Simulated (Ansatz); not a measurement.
We consider bcc Ta, described by PBE-D3(BJ) in Ansatz (PAW).

Settings: plane-wave cutoff 520 eV, 24×24×24 k mesh, Fermi–Dirac smearing 0.05 eV, scalar-relativistic PAW data made under PBE.

Results at a series of volumes:

| V (Å³/atom) | E − E_lowest (meV/atom) |
|---|---|
| 16.665 | 45.60 |
| 17.020 | 19.62 |
| 17.374 | 4.77 |
| 17.729 | 0.00 |
| 18.083 | 4.37 |
| 18.438 | 17.02 |
| 18.792 | 37.19 |

**Question.** What bulk modulus B0 and pressure derivative B′ does a third-order Birch–Murnaghan fit give?

**Answer.** V0 = 17.731 Å³/atom, B0 = 206 GPa, B′ = 3.9 (fit to the energies at full precision).

Measured, for comparison: bulk modulus 198 GPa (corrected for temperature and zero-point phonon effects, our sources range from 194 to 203; as tabulated in Levämäki et al. (2014), arXiv:1402.3671); equilibrium volume per atom 17.95 Å³/atom (static lattice: zero-point anharmonic expansion removed; as tabulated in Mejia-Rodriguez and Trickey (2018), arXiv:1807.09216). Computed (rounded) less measured: bulk modulus +4 % (+1 % to +6 % over the range), equilibrium volume per atom -1.2 %.

Spin–orbit coupling is not included.

Computed values are for the static lattice.

Ansatz is a program for electronic structure.
